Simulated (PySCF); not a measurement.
**How the method moves the bond dissociation enthalpies of dimethyl ether**

Structure: `COC` (C2H6O). Non-hydrogen atoms are numbered in `[CH3:1][O:2][CH3:3]`.

All levels share the PBE0-D3(BJ)/def2-SVP structures and the PBE0-D3(BJ)/def2-SVP thermal terms; only the single-point energies (PySCF) change. Values are bond dissociation enthalpies (298 K, kJ/mol).

```
                           level  C1–O2  C1–H  abs. error   time
                    HF/def2-TZVP    191   303       161.2  4.2 s
             BHandHLYP/def2-TZVP    303   389        49.8   14 s
               PBE0-D3(BJ)/6-31G    310   393        42.6  4.4 s
r2SCAN-D3(BJ)/def2-TZVP (grid 3)    310   380        42.3   43 s
           BLYP-D3(BJ)/def2-TZVP    317   382        35.5   21 s
 TPSSh-D3(BJ)/def2-TZVP (grid 3)    317   393        35.3   36 s
  TPSS-D3(BJ)/def2-TZVP (grid 3)    318   391        34.2   44 s
                  OPBE/def2-TZVP    321   384        31.8   21 s
          B3LYP-D3(BJ)/def2-TZVP    322   391        30.0   14 s
        M06-L/def2-TZVP (grid 3)    323   393        29.4   45 s
                 HSE06/def2-TZVP    325   383        27.5   27 s
           PBE0-D3(BJ)/6-311+G**    328   386        24.2  9.9 s
     PBE0-D3(BJ)/6-311++G(2d,2p)    329   387        23.0   15 s
         PBE0-D3(BJ)/aug-cc-pVDZ    330   384        21.9   12 s
               LC-ωPBE/def2-TZVP    331   382        21.7   25 s
     PBE0-D3(BJ)/jun-cc-pV(T+d)Z    331   386        21.4   26 s
          PBE0-D3(BJ)/def2-TZVPD    331   385        21.2   20 s
        PBE0-D3(BJ)/ma-def2-TZVP    331   385        21.1   15 s
           PBE0-D3(BJ)/def2-TZVP    332   385        20.7      –
      CAM-B3LYP-D3(BJ)/def2-TZVP    332   392        20.6   16 s
          PBE0-D3(BJ)/def2-TZVPP    332   386        20.6   20 s
                 B97-2/def2-TZVP    332   389        20.5   14 s
             PBE0-D3(BJ)/pcseg-2    332   386        20.4   19 s
           BP86-D3(BJ)/def2-TZVP    333   393        19.9   21 s
             PBE0-D3(BJ)/cc-pVTZ    333   386        19.0   20 s
             PBE0-D3(BJ)/pcseg-1    334   386        18.8  6.8 s
             PBE0-D3(BJ)/6-31+G*    334   391        18.4  6.5 s
         PBE0-D3(BJ)/aug-pcseg-1    335   388        17.5   11 s
         PBE0-D3(BJ)/ma-def2-SVP    337   385        15.6  7.8 s
             PBE0-D3(BJ)/cc-pVDZ    338   384        14.8  7.1 s
            PBE-D3(BJ)/def2-TZVP    338   382        14.3   20 s
          ωB97X-D3(BJ)/def2-TZVP    340   395        12.1   17 s
 ωB97M-D3(BJ)/def2-TZVP (grid 3)    341   398        11.8   39 s
           PBE0-D3(BJ)/def2-SVPD    342   387        10.7   11 s
          M06/def2-TZVP (grid 3)    343   399         9.4   38 s
              PBE0-D3(BJ)/6-31G*    344   394         8.4  5.6 s
            PBE0-D3(BJ)/def2-SVP    345   386         7.5  6.7 s
          PBE0-D3(BJ)/def2-SV(P)    348   381         4.5  5.6 s
       M06-2X/def2-TZVP (grid 3)    354   399         1.7   36 s
                   LDA/def2-TZVP    421   425        68.5   17 s
                      ATcT 1.112    352   n/a
```

Times are wall times for all single points of a level on 1 thread of Arm Neoverse N1, a shared host; the dash marks the run that also made the structures. BLYP, BP86, HSE06, LC-ωPBE, LDA, M06-L, OPBE, PBE, TPSS, r2SCAN ran on a slower path of this set-up, which computes the density-fitting integrals anew in every SCF cycle while the other levels store them. So the times needn't show the usual order of cost, and those levels read slower than they are.

Hartree-Fock leaves out electron correlation, so its bond energies come out too low, often by 100 kJ/mol or more.

The widest spread is that of C1–O2: 230 kJ/mol, from 191 to 421.
